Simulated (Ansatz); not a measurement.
# Two structures, one formula

Two relaxed structures of CH6NSi (charge -1), singlet (PBE0-D4/def2-TZVPD; forces vanish, vibrations not checked).

A:

```
9
angstrom
C -0.5459 0.2450 -0.5611
N 0.6965 -0.5706 -0.6804
Si 0.0004 -1.0785 0.8089
H -1.2114 0.1722 -1.4357
H -0.3832 1.3029 -0.3010
H -1.1333 -2.0876 0.8242
H 1.5773 -0.1522 -0.9519
H 1.1003 -2.0544 1.3837
H -0.1003 -0.2013 2.0512
```

B:

```
9
angstrom
C -0.4200 0.9153 -0.8108
N 0.3859 -0.2847 -0.3848
Si -0.3969 -1.3520 1.0206
H -1.4402 0.5353 -0.9709
H -0.0403 1.2129 -1.8055
H 0.6065 -0.9564 -1.1279
H 1.2783 0.0340 -0.0293
H 0.8407 -2.2926 1.0193
H 0.1708 -0.4813 2.1481
```

Program: Ansatz 0.2.0. Basis: def2-TZVPPD. Cores are frozen in the correlated methods. B3LYP uses VWN-RPA correlation.

(1) Which structure is lower at CCSD(T), and by how much? (Judge from chemistry; the value comes from the calculation.)

T1 diagnostic: at most 0.014.

Results:

(1) The calculation gives: A, by 0.959 eV (electronic energy, against the other). By their contacts, A is CH₆NSi ([CH2]1[NH][SiH3]1), total charge -1 and B is CH₆NSi ([CH2][NH2][SiH2]), total charge -1.

All methods give the same order:

```json
{"method": "PBE-D4", "E(B) − E(A) (eV)": "0.998"}
{"method": "r2SCAN-D4", "E(B) − E(A) (eV)": "1.124"}
{"method": "PBE0-D4", "E(B) − E(A) (eV)": "1.054"}
{"method": "B3LYP-D4", "E(B) − E(A) (eV)": "0.952"}
{"method": "wB97M-V", "E(B) − E(A) (eV)": "0.971"}
{"method": "HF", "E(B) − E(A) (eV)": "0.951"}
{"method": "MP2", "E(B) − E(A) (eV)": "1.125"}
{"method": "CCSD", "E(B) − E(A) (eV)": "0.952"}
{"method": "CCSD(T)", "E(B) − E(A) (eV)": "0.959"}
```

Labels in which every atom is bracketed show which atoms are joined, not bond orders.

For scale, one of the runs: CCSD(T)/def2-TZVPPD, 224 basis functions, launched by `ansatz run in.yaml --threads 2 --pin off --events-out ev --progress --plain --max-ram 4352MiB`. Time: 94 s of wall clock on 2 CPU threads of an Arm Neoverse V2; the host was shared. Peak host memory: 3.5 GiB.
